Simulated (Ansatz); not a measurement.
# CF₃S radical: a ladder of functionals and wavefunction methods

One table from this session's results is given with a row withheld; the runs are named, their logs left out.

Method: functionals in def2-TZVPP, the program's frozen cores in correlated methods; program: Ansatz 0.2.0, Gaussian basis.

Levels to be run: LDA (SPW92), PBE-D4, revPBE-D4, BLYP-D4, r2SCAN-D4, B97M-V, PBE0-D4, B3LYP-D4, r2SCANh-D4, r2SCAN0-D4, HSE06-D4, BHLYP-D4, CAM-B3LYP-D4, LC-ωPBE, ωB97X-V, ωB97M-V, B2PLYP, PBE-QIDH; CCSD(T)/def2-SVP; CCSD(T)/def2-TZVPP; MP2/def2-QZVPP; extrapolation to the limit; RPA on PBE.

### The relaxed structure

All runs share one geometry, relaxed beforehand with PBE0-D4 in a triple-zeta def2 set.

SMILES `FC(F)(F)[S]`, 5 atoms, charge 0, spin multiplicity 2.

Atoms are counted from 1 here; the program's logs count them from 0.

Bond lengths: F1–C2 1.331 Å, C2–F3 1.334 Å, C2–F4 1.331 Å, C2–S5 1.802 Å. Angles: F1–C2–F3 108.4°, F1–C2–F4 107.1°, F1–C2–S5 112.5°, F3–C2–F4 108.4°, F3–C2–S5 107.9°, F4–C2–S5 112.5°.

The first run:

Contents of in.yaml:

```yaml
crystal:
  periodic: [false, false, false]
  atoms:
    - {symbol: F, position_ang: [0.247955, 0.105030, 1.332099]}
    - {symbol: C, position_ang: [0.016877, -0.077139, 0.034207]}
    - {symbol: F, position_ang: [-1.219013, -0.558292, -0.109239]}
    - {symbol: F, position_ang: [0.877614, -0.998795, -0.390974]}
    - {symbol: S, position_ang: [0.126368, 1.455496, -0.907491]}
basis:
  gaussian: {orbitals: def2-TZVPP}
magnetization: {spin_polarized: true, initial_magnetization: 1}
hamiltonian: {xc: lda}
output: {orbitals: {seedname: orbitals}}
```

Among the steps run: LDA; PBE-D4 (GGA); revPBE-D4 (GGA); BLYP-D4 (GGA); r2SCAN-D4 (meta-GGA); B97M-V (meta-GGA); PBE0-D4 (hybrid); B3LYP-D4 (hybrid); r2SCANh-D4 (hybrid); r2SCAN0-D4 (hybrid); HSE06-D4 (hybrid); BHLYP-D4 (hybrid); CAM-B3LYP-D4 (range-separated); LC-ωPBE-D4 (range-separated; the results give it without D4); ωB97X-V (range-separated); ωB97M-V (range-separated); B2PLYP (double hybrid); PBE-QIDH (double hybrid).

One of the session's tables, all rows but one given; the rest of the session is left out.

It belongs to the step «Orbital energies across the functionals». 

| functional | HOMO (eV) | LUMO (eV) | gap (eV) |
| --- | --- | --- | --- |
| LDA (SPW92) | -6.84 | -6.82 | 0.02 |
| PBE-D4 | -6.71 | -6.28 | 0.43 |
| revPBE-D4 | -6.65 | -6.13 | 0.52 |
| BLYP-D4 | -6.59 | -6.27 | 0.32 |
| r2SCAN-D4 | ? | ? | ? |
| B97M-V | -7.08 | -6.09 | 0.99 |
| PBE0-D4 | -8.12 | -5.13 | 2.98 |
| B3LYP-D4 | -7.88 | -5.57 | 2.32 |
| r2SCANh-D4 | -7.56 | -5.47 | 2.09 |
| r2SCAN0-D4 | -8.33 | -4.85 | 3.48 |
| HSE06-D4 | -7.71 | -5.53 | 2.18 |
| BHLYP-D4 | -9.39 | -4.04 | 5.35 |
| CAM-B3LYP-D4 | -9.56 | -4.05 | 5.51 |
| LC-ωPBE | -11.01 | -2.50 | 8.51 |
| ωB97X-V | -10.59 | -3.01 | 7.58 |
| ωB97M-V | -10.38 | -3.11 | 7.26 |

Q: Estimate the row for r2SCAN-D4 from the others.

Worked estimate for «HOMO (eV)». Against the share of exact exchange, r2SCANh-D4 (0.1, -7.56), r2SCAN0-D4 (0.25, -8.33) give a slope of -5.13 per unit share; at 0 the line stands at -7.05.

As computed: HOMO (eV): -7.04; LUMO (eV): -5.89; gap (eV): 1.15. In «HOMO (eV)» the line misses by -0.01.
